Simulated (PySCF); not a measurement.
Geometry:
```tsv
atom	x (Å)	y (Å)	z (Å)
C1	-2.111	0.377	0.266
C2	-1.291	-0.862	0.593
P3	0.453	-0.818	0.065
O4	1.209	-2.089	0.297
C5	1.207	0.640	0.858
C6	2.703	0.704	0.578
H7	-1.750	1.264	0.808
H8	-3.166	0.232	0.541
H9	-2.082	0.608	-0.811
H10	-1.272	-1.072	1.676
H11	-1.708	-1.764	0.116
H12	0.343	-0.406	-1.304
H13	0.683	1.552	0.525
H14	1.018	0.530	1.940
H15	2.905	0.867	-0.492
H16	3.178	1.522	1.138
H17	3.181	-0.244	0.865
```

Geometry: PBE0-D3(BJ)/def2-SVP; GIAO shifts from PySCF, gas phase, non-relativistic, averaged over equivalent atoms.

At PBE/pcSseg-1 (164 basis functions, 33 s wall time on 1 thread of an Arm Neoverse V1, shared host):
| atoms | δ (ppm) |
| --- | --- |
| C2/C5 | 27.3 |
| C1/C6 | 7.4 |
| P3 | 6.6 |
| O4 | 116.0 |
| H12 | 7.14 |
| H11/H14 | 1.50 |
| H10/H13 | 1.37 |
| H7/H8/H9/H15/H16/H17 | 1.05 |

References, each an isolated molecule treated in the same way: TMS for ¹³C (180.03 ppm) and ¹H (31.20 ppm); ³¹P (295.64 ppm) vs H3PO4; H2O for ¹⁷O (334.63 ppm).

**Question.** Estimate the result of repeating the calculation with HF/pcSseg-1.

**Answer.** 
| atoms | δ at HF/pcSseg-1 | change |
| --- | --- | --- |
| C2/C5 | 20.4 | -6.9 |
| C1/C6 | 7.3 | -0.1 |
| P3 | 12.7 | +6.1 |
| O4 | 54.2 | -61.8 |
| H12 | 5.86 | -1.28 |
| H11/H14 | 1.32 | -0.18 |
| H10/H13 | 1.05 | -0.32 |
| H7/H8/H9/H15/H16/H17 | 1.13 | +0.08 |

References, each an isolated molecule treated in the same way: ¹³C (190.85 ppm), ¹H (31.69 ppm) against TMS; H3PO4 for ³¹P (356.22 ppm); ¹⁷O (333.31 ppm) against H2O.

The largest change is at O4 (P=O oxygen). Cost: 164 basis functions, 16 s wall time on 1 thread of an Arm Neoverse V1, shared host.

Experimental scales use liquid or dissolved standards, which lie at an offset from isolated H2O (liquid H2O: subtract about 36 ppm) and H3PO4.
